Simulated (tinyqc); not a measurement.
UHF in the sto-6g basis, for CH2, spin multiplicity 3, step by step (part 1 of 2). Computed by tinyqc, a small Python program that keeps every step (integrals from PySCF). Settings: charge = 0, multiplicity = 3, basis = sto-6g, energy threshold = 1e-09, iteration cap = 69, orthogonalisation = symmetric, start = Wolfsberg-Helmholz matrix, DIIS depth = 3, method = UHF. Command: `OMP_NUM_THREADS=1 python tinyqc.py 29035 29036 out.jsonl` (the two numbers bound the seeds that draw the settings). One thread of a shared host (Intel(R) Xeon(R) Processor @ 2.60GHz), about 0.2 s of CPU time with the checks. Later iterations appear only in the table of the cycle.

## One-electron integrals

Geometry (angstrom):
```
atom         x          y         z
C     0.000000   0.000000  0.000000
H     0.000000   1.258000  0.597000
H     0.000000  -1.292000  0.613000
```

Basis sto-6g: exponents (1/bohr^2) and contraction coefficients of normalised primitives:
```
element  l (shell)    exponent  coefficient
C            s (1)  742.737049     0.009164
C            s (1)  136.180025     0.049361
C            s (1)   38.098264     0.168538
C            s (1)   13.087782     0.370563
C            s (1)    5.082369     0.416492
C            s (1)    2.093200     0.130334
C            s (2)   30.497239    -0.013253
C            s (2)    6.036200    -0.046992
C            s (2)    1.876046    -0.033785
C            s (2)    0.721783     0.250242
C            s (2)    0.313471     0.595117
C            s (2)    0.143687     0.240706
C            p (3)   30.497239     0.003760
C            p (3)    6.036200     0.037679
C            p (3)    1.876046     0.173897
C            p (3)    0.721783     0.418036
C            p (3)    0.313471     0.425860
C            p (3)    0.143687     0.101708
H            s (1)   35.523221     0.009164
H            s (1)    6.513144     0.049361
H            s (1)    1.822143     0.168538
H            s (1)    0.625955     0.370563
H            s (1)    0.243077     0.416492
H            s (1)    0.100112     0.130334
```

Overlap, kinetic and nuclear-attraction integrals over the contracted functions; the nuclear repulsion is the sum of Za Zb / Rab.

nuclear repulsion = 4.70793434 hartree

overlap S, lower triangle:
```
           1C 1s     1C 2s    1C 2px     1C 2py    1C 2pz     2H 1s     3H 1s
1C 1s   1.000000
1C 2s   0.243228  1.000000
1C 2px  0.000000  0.000000  1.000000
1C 2py  0.000000  0.000000  0.000000   1.000000
1C 2pz  0.000000  0.000000  0.000000   0.000000  1.000000
2H 1s   0.032322  0.333866  0.000000   0.319143  0.151453  1.000000
3H 1s   0.029651  0.316899  0.000000  -0.306068  0.145217  0.047960  1.000000
```

kinetic energy T (hartree), lower triangle:
```
            1C 1s     1C 2s    1C 2px     1C 2py    1C 2pz      2H 1s     3H 1s
1C 1s   16.068641
1C 2s   -0.492789  0.492405
1C 2px   0.000000  0.000000  1.479234
1C 2py   0.000000  0.000000  0.000000   1.479234
1C 2pz   0.000000  0.000000  0.000000   0.000000  1.479234
2H 1s   -0.008751  0.032009  0.000000   0.106857  0.050710   0.768522
3H 1s   -0.008404  0.025907  0.000000  -0.095210  0.045173  -0.009613  0.768522
```

nuclear attraction V (hartree), lower triangle:
```
             1C 1s      1C 2s     1C 2px     1C 2py     1C 2pz      2H 1s      3H 1s
1C 1s   -34.758031
1C 2s    -3.800861  -5.905492
1C 2px    0.000000   0.000000  -5.856911
1C 2py   -0.000513  -0.004876   0.000000  -5.975293
1C 2pz   -0.009147  -0.097576   0.000000  -0.001852  -5.883566
2H 1s    -0.566303  -1.545546   0.000000  -1.362041  -0.660263  -3.712985
3H 1s    -0.519070  -1.449832   0.000000   1.288376  -0.624709  -0.199181  -3.655446
```

core Hamiltonian H = T + V (hartree), lower triangle:
```
             1C 1s      1C 2s     1C 2px     1C 2py     1C 2pz      2H 1s      3H 1s
1C 1s   -18.689391
1C 2s    -4.293650  -5.413086
1C 2px    0.000000   0.000000  -4.377676
1C 2py   -0.000513  -0.004876   0.000000  -4.496058
1C 2pz   -0.009147  -0.097576   0.000000  -0.001852  -4.404332
2H 1s    -0.575054  -1.513536   0.000000  -1.255184  -0.609552  -2.944463
3H 1s    -0.527474  -1.423925   0.000000   1.193165  -0.579535  -0.208794  -2.886924
```

## Two-electron integrals

Functions are numbered as in S; the eight-fold symmetry (ij|kl) = (ji|kl) = (kl|ij) leaves the list below.

Two-electron integrals (ij|kl) in chemists' order, unique and non-zero (hartree):
```
(11|11) 3.543743    (21|11) 0.529462    (21|21) 0.100317    (22|11) 0.853596
(22|21) 0.199930    (22|22) 0.624844    (31|31) 0.021271    (32|31) 0.031868
(32|32) 0.138108    (33|11) 0.853598    (33|21) 0.199930    (33|22) 0.624843
(33|33) 0.673218    (41|41) 0.021271    (42|41) 0.031868    (42|42) 0.138108
(43|43) 0.036281    (44|11) 0.853598    (44|21) 0.199930    (44|22) 0.624843
(44|33) 0.600655    (44|44) 0.673218    (51|51) 0.021271    (52|51) 0.031868
(52|52) 0.138108    (53|53) 0.036281    (54|54) 0.036281    (55|11) 0.853598
(55|21) 0.199930    (55|22) 0.624843    (55|33) 0.600655    (55|44) 0.600655
(55|55) 0.673218    (61|11) 0.073809    (61|21) 0.013480    (61|22) 0.026489
(61|33) 0.026391    (61|41) 0.000799    (61|42) 0.001562    (61|44) 0.026632
(61|51) 0.000379    (61|52) 0.000741    (61|54) 0.000114    (61|55) 0.026445
(61|61) 0.001862    (62|11) 0.202668    (62|21) 0.048315    (62|22) 0.169624
(62|33) 0.165393    (62|41) 0.004431    (62|42) 0.031260    (62|44) 0.175754
(62|51) 0.002103    (62|52) 0.014835    (62|54) 0.004917    (62|55) 0.167726
(62|61) 0.006725    (62|62) 0.064924    (63|31) 0.004805    (63|32) 0.025590
(63|43) 0.005880    (63|53) 0.002791    (63|63) 0.007222    (64|11) 0.168128
(64|21) 0.040590    (64|22) 0.150612    (64|33) 0.143325    (64|41) 0.007927
(64|42) 0.050618    (64|44) 0.163328    (64|51) 0.001482    (64|52) 0.011877
(64|54) 0.006702    (64|55) 0.145181    (64|61) 0.005884    (64|62) 0.068177
(64|64) 0.077455    (65|11) 0.079787    (65|21) 0.019263    (65|22) 0.071475
(65|33) 0.068017    (65|41) 0.001482    (65|42) 0.011877    (65|44) 0.071928
(65|51) 0.005508    (65|52) 0.031226    (65|54) 0.007736    (65|55) 0.074479
(65|61) 0.002792    (65|62) 0.032354    (65|64) 0.033330    (65|65) 0.023039
(66|11) 0.377470    (66|21) 0.091663    (66|22) 0.366707    (66|33) 0.348799
(66|41) 0.009360    (66|42) 0.091134    (66|44) 0.392646    (66|51) 0.004442
(66|52) 0.043249    (66|54) 0.020809    (66|55) 0.358673    (66|61) 0.012898
(66|62) 0.188349    (66|64) 0.217071    (66|65) 0.103014    (66|66) 0.774999
(71|11) 0.067667    (71|21) 0.012360    (71|22) 0.024297    (71|33) 0.024207
(71|41) -0.000733   (71|42) -0.001434   (71|44) 0.024427    (71|51) 0.000348
(71|52) 0.000680    (71|54) -0.000104   (71|55) 0.024257    (71|61) 0.001648
(71|62) 0.005712    (71|64) 0.004606    (71|65) 0.002381    (71|66) 0.010801
(71|71) 0.001566    (72|11) 0.189968    (72|21) 0.045307    (72|22) 0.159558
(72|33) 0.155556    (72|41) -0.004150   (72|42) -0.029522   (72|44) 0.165355
(72|51) 0.001969    (72|52) 0.014007    (72|54) -0.004649   (72|55) 0.157762
(72|61) 0.005840    (72|62) 0.039738    (72|64) 0.031108    (72|65) 0.019300
(72|66) 0.086451    (72|71) 0.005786    (72|72) 0.058084    (73|31) 0.004450
(73|32) 0.023853    (73|43) -0.005521   (73|53) 0.002619    (73|63) 0.003943
(73|73) 0.006366    (74|11) -0.159131   (74|21) -0.038427   (74|22) -0.142972
(74|33) -0.136098   (74|41) 0.007391    (74|42) 0.047632    (74|44) -0.154958
(74|51) -0.001395   (74|52) -0.011282   (74|54) 0.006329    (74|55) -0.137858
(74|61) -0.004759   (74|62) -0.031505   (74|64) -0.021660   (74|65) -0.015058
(74|66) -0.066804   (74|71) -0.005105   (74|72) -0.061515   (74|74) 0.070275
(75|11) 0.075501    (75|21) 0.018232    (75|22) 0.067834    (75|33) 0.064573
(75|41) -0.001395   (75|42) -0.011282   (75|44) 0.068282    (75|51) 0.005112
(75|52) 0.029206    (75|54) -0.007281   (75|55) 0.070647    (75|61) 0.002455
(75|62) 0.019424    (75|64) 0.014981    (75|65) 0.013180    (75|66) 0.044202
(75|71) 0.002422    (75|72) 0.029186    (75|74) -0.030322   (75|75) 0.020753
(76|11) 0.025713    (76|21) 0.006146    (76|22) 0.022286    (76|33) 0.021762
(76|41) -4.81e-06   (76|42) -0.000049   (76|44) 0.022507    (76|51) 0.000455
(76|52) 0.003403    (76|54) -0.000011   (76|55) 0.022590    (76|61) 0.000828
(76|62) 0.007275    (76|64) 0.006744    (76|65) 0.003993    (76|66) 0.019386
(76|71) 0.000760    (76|72) 0.006924    (76|74) -0.006506   (76|75) 0.003826
(76|76) 0.001049    (77|11) 0.367910    (77|21) 0.089361    (77|22) 0.358591
(77|33) 0.341397    (77|41) -0.008936   (77|42) -0.088045   (77|44) 0.383500
(77|51) 0.004240    (77|52) 0.041774    (77|54) -0.019976   (77|55) 0.350875
(77|61) 0.011487    (77|62) 0.090064    (77|64) 0.068868    (77|65) 0.045696
(77|66) 0.207420    (77|71) 0.011523    (77|72) 0.176714    (77|74) -0.205192
(77|75) 0.097355    (77|76) 0.019386    (77|77) 0.774999
```

## Orthogonalisation

S = U s U^T; symmetric (Loewdin) form X = U s^(-1/2) U^T, so that X^T S X = 1.

eigenvalues of S: 0.479488  0.535255  0.894653  1.000000  1.080612  1.418094  1.591899

X, lower triangle:
```
            1C 1s      1C 2s    1C 2px     1C 2py     1C 2pz      2H 1s     3H 1s
1C 1s    1.024662
1C 2s   -0.137577   1.122043
1C 2px   0.000000   0.000000  1.000000
1C 2py  -0.000465   0.005339  0.000000   1.090212
1C 2pz  -0.004974   0.043912  0.000000   0.002169   1.019510
2H 1s    0.018493  -0.198300  0.000000  -0.192439  -0.088047   1.108841
3H 1s    0.017750  -0.184723  0.000000   0.181805  -0.082841  -0.015910  1.097265
```

## Starting guess

The start is the generalised Wolfsberg-Helmholz matrix (K = 1.75) built on H; D(s) = C_occ C_occ^T for each spin.

D(alpha) at the start, lower triangle:
```
            1C 1s      1C 2s    1C 2px     1C 2py    1C 2pz     2H 1s     3H 1s
1C 1s    1.034759
1C 2s   -0.144252   0.633252
1C 2px   0.000000   0.000000  1.000000
1C 2py   0.003101  -0.011788  0.000000   0.667328
1C 2pz   0.042136  -0.152080  0.000000  -0.004003  0.947420
2H 1s   -0.075576   0.206594  0.000000   0.186256  0.058131  0.135654
3H 1s   -0.072598   0.200556  0.000000  -0.186852  0.056356  0.026425  0.126114
```

D(beta) at the start, lower triangle:
```
            1C 1s      1C 2s    1C 2px     1C 2py    1C 2pz     2H 1s     3H 1s
1C 1s    1.021846
1C 2s   -0.099550   0.478510
1C 2px   0.000000   0.000000  0.000000
1C 2py   0.002562  -0.009924  0.000000   0.667306
1C 2pz  -0.062858   0.211374  0.000000  -0.008380  0.093751
2H 1s   -0.072203   0.194916  0.000000   0.186397  0.085560  0.134772
3H 1s   -0.069090   0.188411  0.000000  -0.186705  0.084884  0.025508  0.125160
```

## Iteration 1: building the Fock matrix

J_ij = sum D_kl (ij|kl) with D = D(alpha) + D(beta), K_ij = sum D_kl (ik|jl) for each spin; F = H + J - K(s); E = tr D H + tr D J / 2 - 0.5 sum_s tr D(s) K(s) + E_nn.

Coulomb J (hartree), lower triangle:
```
            1C 1s     1C 2s    1C 2px     1C 2py    1C 2pz     2H 1s     3H 1s
1C 1s   11.615673
1C 2s    2.121265  5.158029
1C 2px   0.000000  0.000000  5.120785
1C 2py  -0.000139  0.001327  0.000000   5.214562
1C 2pz   0.013395  0.094506  0.000000   0.000469  5.138741
2H 1s    0.288973  1.399565  0.000000   1.245297  0.604191  3.115285
3H 1s    0.265004  1.314587  0.000000  -1.179490  0.572141  0.183476  3.040525
```

exchange K(alpha) (hartree), lower triangle:
```
           1C 1s      1C 2s    1C 2px     1C 2py    1C 2pz     2H 1s     3H 1s
1C 1s   3.624051
1C 2s   0.623004   0.967344
1C 2px  0.000000   0.000000  0.857710
1C 2py  0.000183  -0.001682  0.000000   0.796403
1C 2pz  0.002874  -0.037799  0.000000  -0.000079  0.850293
2H 1s   0.087975   0.336884  0.000000   0.279115  0.124148  0.386123
3H 1s   0.080728   0.319257  0.000000  -0.267643  0.118157  0.051882  0.359181
```

exchange K(beta) (hartree), lower triangle:
```
            1C 1s      1C 2s    1C 2px     1C 2py    1C 2pz     2H 1s     3H 1s
1C 1s    3.571064
1C 2s    0.568650   0.625458
1C 2px   0.000000   0.000000  0.133891
1C 2py   0.000155  -0.000344  0.000000   0.708737
1C 2pz  -0.002956   0.224001  0.000000  -0.002795  0.227195
2H 1s    0.079371   0.288109  0.000000   0.267591  0.134156  0.373390
3H 1s    0.072808   0.273240  0.000000  -0.256559  0.128989  0.044918  0.347914
```

F(alpha) (hartree), lower triangle:
```
             1C 1s      1C 2s     1C 2px     1C 2py     1C 2pz      2H 1s      3H 1s
1C 1s   -10.697768
1C 2s    -2.795390  -1.222401
1C 2px    0.000000   0.000000  -0.114601
1C 2py   -0.000835  -0.001866   0.000000  -0.077899
1C 2pz    0.001373   0.034729   0.000000  -0.001304  -0.115883
2H 1s    -0.374056  -0.450855   0.000000  -0.289001  -0.129509  -0.215300
3H 1s    -0.343199  -0.428595   0.000000   0.281318  -0.125551  -0.077199  -0.205579
```

F(beta) (hartree), lower triangle:
```
             1C 1s      1C 2s    1C 2px     1C 2py     1C 2pz      2H 1s      3H 1s
1C 1s   -10.644781
1C 2s    -2.741036  -0.880515
1C 2px    0.000000   0.000000  0.609217
1C 2py   -0.000807  -0.003205  0.000000   0.009766
1C 2pz    0.007203  -0.227071  0.000000   0.001412   0.507215
2H 1s    -0.365452  -0.402080  0.000000  -0.277478  -0.139517  -0.202567
3H 1s    -0.335278  -0.382578  0.000000   0.270235  -0.136383  -0.070236  -0.194312
```

total energy of this density = -38.40706231 hartree

## Iteration 1: diagonalisation and new density

Diagonalise F' = X^T F X, C = X C', fill 5 alpha and 3 beta electrons from the bottom; D(s) = C_occ C_occ^T. Each column has its largest component positive (the first on a tie).

F' = X^T F X (alpha) (hartree), lower triangle:
```
            1          2          3          4          5          6         7
1  -10.489314
2   -1.467142  -0.551610
3    0.000000   0.000000  -0.114601
4   -0.001906   0.007670   0.000000   0.130873
5   -0.020673   0.123374   0.000000   0.002955  -0.072505
6   -0.013730  -0.316697   0.000000  -0.330862  -0.142891   0.034397
7   -0.007516  -0.297882   0.000000   0.317388  -0.135667  -0.039327  0.020554
```

orbital energies (alpha) (hartree): MO1 -10.701950, MO2 -0.633973, MO3 -0.360613, MO4 -0.187817, MO5 -0.114601, MO6 0.396287, MO7 0.560461

coefficients C (alpha):
```
              MO1        MO2        MO3        MO4       MO5        MO6        MO7
1C 1s    0.994514  -0.222087   0.002898   0.076907  0.000000  -0.157659  -0.019547
1C 2s    0.022747   0.774570  -0.015001  -0.357173  0.000000   0.783689   0.104256
1C 2px   0.000000   0.000000   0.000000   0.000000  1.000000   0.000000   0.000000
1C 2py   0.000211   0.003860   0.549997  -0.001609  0.000000  -0.102283   0.972474
1C 2pz   0.000900  -0.015274   0.005338   0.858637  0.000000   0.560638   0.064313
2H 1s   -0.004134   0.285023   0.446261   0.243826  0.000000  -0.631186  -0.758934
3H 1s   -0.003860   0.272659  -0.455692   0.252621  0.000000  -0.766701   0.587313
```

F' = X^T F X (beta) (hartree), lower triangle:
```
            1          2         3          4          5          6         7
1  -10.442780
2   -1.459721  -0.199805
3    0.000000   0.000000  0.609217
4   -0.001680   0.006629  0.000000   0.226189
5    0.018470  -0.138195  0.000000   0.005923   0.555497
6   -0.015853  -0.307078  0.000000  -0.335388  -0.157441   0.037906
7   -0.009652  -0.289098  0.000000   0.321563  -0.150290  -0.038929  0.023749
```

orbital energies (beta) (hartree): MO1 -10.647293, MO2 -0.478834, MO3 -0.323016, MO4 0.399957, MO5 0.609217, MO6 0.612640, MO7 0.637303

coefficients C (beta):
```
              MO1        MO2        MO3        MO4       MO5        MO6        MO7
1C 1s    0.995844  -0.175197   0.003012  -0.216186  0.000000  -0.006844  -0.018736
1C 2s    0.017398   0.579353  -0.014028   0.996337  0.000000  -0.005182   0.156360
1C 2px   0.000000   0.000000   0.000000   0.000000  1.000000   0.000000   0.000000
1C 2py   0.000184   0.009233   0.501830  -0.064688  0.000000   0.832465   0.556399
1C 2pz   0.000515   0.187583  -0.006729  -0.115149  0.000000  -0.557017   0.834992
2H 1s   -0.003221   0.400496   0.470917  -0.572236  0.000000  -0.400769  -0.666327
3H 1s   -0.002996   0.378928  -0.495481  -0.646594  0.000000   0.683945   0.060289
```

D(alpha) after iteration 1, lower triangle:
```
            1C 1s      1C 2s    1C 2px     1C 2py    1C 2pz      2H 1s     3H 1s
1C 1s    1.044303
1C 2s   -0.176912   0.728274
1C 2px   0.000000   0.000000  1.000000
1C 2py   0.000823  -0.004682  0.000000   0.302514
1C 2pz   0.070337  -0.318573  0.000000   0.001496  0.737521
2H 1s   -0.047366   0.126894  0.000000   0.246149  0.207383   0.339855
3H 1s   -0.046286   0.127713  0.000000  -0.249984  0.210309  -0.064032  0.345830
```

D(beta) after iteration 1, lower triangle:
```
            1C 1s      1C 2s    1C 2px     1C 2py    1C 2pz      2H 1s     3H 1s
1C 1s    1.022407
1C 2s   -0.084217   0.336149
1C 2px   0.000000   0.000000  0.000000
1C 2py   0.000077  -0.001687  0.000000   0.251919
1C 2pz  -0.032371   0.108780  0.000000  -0.001645  0.035233
2H 1s   -0.071955   0.225367  0.000000   0.240018  0.071956   0.382171
3H 1s   -0.070863   0.226431  0.000000  -0.245149  0.074413  -0.081562  0.389096
```

## Iteration 2: building the Fock matrix

As before.

Coulomb J (hartree), lower triangle:
```
            1C 1s     1C 2s    1C 2px     1C 2py    1C 2pz     2H 1s     3H 1s
1C 1s   11.130382
1C 2s    2.008686  4.887853
1C 2px   0.000000  0.000000  4.855263
1C 2py   0.000409  0.002744  0.000000   4.941871
1C 2pz   0.005949  0.082242  0.000000   0.000930  4.866426
2H 1s    0.273937  1.357800  0.000000   1.224030  0.593268  3.201907
3H 1s    0.251158  1.277802  0.000000  -1.162407  0.563349  0.178961  3.152439
```

exchange K(alpha) (hartree), lower triangle:
```
           1C 1s      1C 2s    1C 2px     1C 2py    1C 2pz     2H 1s     3H 1s
1C 1s   3.625206
1C 2s   0.601119   0.925113
1C 2px  0.000000   0.000000  0.846255
1C 2py  0.000103   0.002038  0.000000   0.618516
1C 2pz  0.000385  -0.099988  0.000000   0.003812  0.751051
2H 1s   0.087421   0.331224  0.000000   0.291998  0.151008  0.531268
3H 1s   0.080385   0.315370  0.000000  -0.283027  0.146886  0.036877  0.520612
```

exchange K(beta) (hartree), lower triangle:
```
           1C 1s     1C 2s    1C 2px     1C 2py    1C 2pz     2H 1s     3H 1s
1C 1s   3.567161
1C 2s   0.547164  0.528558
1C 2px  0.000000  0.000000  0.105152
1C 2py  0.000096  0.004733  0.000000   0.492641
1C 2pz  0.001392  0.167232  0.000000   0.000912  0.164694
2H 1s   0.078516  0.294926  0.000000   0.282230  0.127635  0.545397
3H 1s   0.072121  0.282428  0.000000  -0.273915  0.123394  0.029912  0.537801
```

F(alpha) (hartree), lower triangle:
```
             1C 1s      1C 2s     1C 2px     1C 2py     1C 2pz      2H 1s      3H 1s
1C 1s   -11.184215
1C 2s    -2.886083  -1.450347
1C 2px    0.000000   0.000000  -0.368669
1C 2py   -0.000206  -0.004170   0.000000  -0.172704
1C 2pz   -0.003583   0.084654   0.000000  -0.004735  -0.288957
2H 1s    -0.388539  -0.486960   0.000000  -0.323152  -0.167293  -0.273824
3H 1s    -0.356701  -0.461493   0.000000   0.313785  -0.163072  -0.066709  -0.255096
```

F(beta) (hartree), lower triangle:
```
             1C 1s      1C 2s    1C 2px     1C 2py     1C 2pz      2H 1s      3H 1s
1C 1s   -11.126170
1C 2s    -2.832128  -1.053792
1C 2px    0.000000   0.000000  0.372434
1C 2py   -0.000199  -0.006864  0.000000  -0.046829
1C 2pz   -0.004591  -0.182566  0.000000  -0.001835   0.297400
2H 1s    -0.379634  -0.450662  0.000000  -0.313383  -0.143920  -0.287954
3H 1s    -0.348437  -0.428551  0.000000   0.304673  -0.139580  -0.059744  -0.272285
```

total energy of this density = -38.68592820 hartree
